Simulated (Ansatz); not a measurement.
Method: frozen-core CCSD(T)/cc-pVTZ // PBE0-D3(BJ)/def2-TZVP (Ansatz, an electronic-structure program).

Ansatz 0.2 input:
```yaml
crystal:
  periodic: [false, false, false]
  atoms:
    - { symbol: C, position_ang: [-0.145888, -0.001696, -0.005701] }
    - { symbol: Cl, position_ang: [1.625697, 0.018898, 0.063546] }
    - { symbol: H, position_ang: [-0.523827, -0.46939, 0.900328] }
    - { symbol: H, position_ang: [-0.453056, -0.570684, -0.879982] }
    - { symbol: H, position_ang: [-0.502925, 1.022871, -0.07819] }
basis:
  gaussian: { orbitals: cc-pVTZ }
correlation:
  method: ccsd_t
```

Output:

```
Functional definition: HF
596 factors; integrals over basis functions are off by at most 1.2e-3 eV
mean field evaluation 1: about -13581.8873 eV, gradient 1.4e1 eV
mean field evaluation 2: about -13581.8872 eV, gradient 1.4e1 eV
mean field evaluation 4: about -13582.4941 eV, gradient 1.2e0 eV
mean field evaluation 8: about -13582.4990 eV, gradient 3.4e-5 eV
mean field evaluation 16: about -13582.4986 eV, gradient 3.5e-1 eV
mean field -13582.49900564 eV, -499.1476319089 hartree, gradient 2.1e-6 eV, S^2 0.000000; 0 other end points of the search recorded, 0 dependent functions left out
6 core orbitals not correlated
reference -13582.49900564 eV, -499.1476319089 hartree; 7, 7 occupied and 93, 93 virtual orbitals, 596 factors
second order -10.13796269 eV of doubles, -0.00000000 eV of singles
cycle   1  -10.69308846 eV  change   -5.6e-1 eV  update   5.7e-2
cycle   2  -10.93694256 eV  change   -2.4e-1 eV  update   1.6e-2
cycle   3  -10.96904972 eV  change   -3.2e-2 eV  update   6.0e-3
cycle   4  -10.96771673 eV  change    1.3e-3 eV  update   1.4e-3
cycle   5  -10.96790294 eV  change   -1.9e-4 eV  update   4.1e-4
cycle   6  -10.96794103 eV  change   -3.8e-5 eV  update   1.1e-4
cycle   7  -10.96794834 eV  change   -7.3e-6 eV  update   2.9e-5
cycle   8  -10.96795617 eV  change   -7.8e-6 eV  update   9.1e-6
perturbative correction -0.41194526 eV, -0.0151387092 hartree
Total energy: -13593.87890708 eV, -499.5658355731 hartree
```

Cost: roughly 4 core-seconds.
